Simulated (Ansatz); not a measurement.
Cartesian coordinates in Å:
```
Cl -0.0258 0.4746 -2.1152
C 0.1740 -0.3642 -0.5357
C 0.4924 0.4110 0.6649
C -0.7192 -0.0399 0.5783
H 0.5585 -1.3592 -0.7345
H 1.2415 0.9903 1.1772
H -1.7214 -0.1125 0.9649
```

Total charge 0; spin multiplicity 1.

(1) List the CAM-B3LYP/def2-TZVPP orbital energies in eV (Ansatz). (An estimate is asked.)

Results:

(1) The calculation gave: Occupied: -2763.81, -280.93, -279.95, -279.92, -258.56, -197.66, -197.45, -197.44, -27.44, -24.19, -18.44, -18.17, -16.43, -14.18, -12.29, -11.88, -9.72, -9.45, -9.20. Lowest empty: 0.65, 2.33, 2.88, 2.99, 3.36, 4.67, 4.69, 5.29.
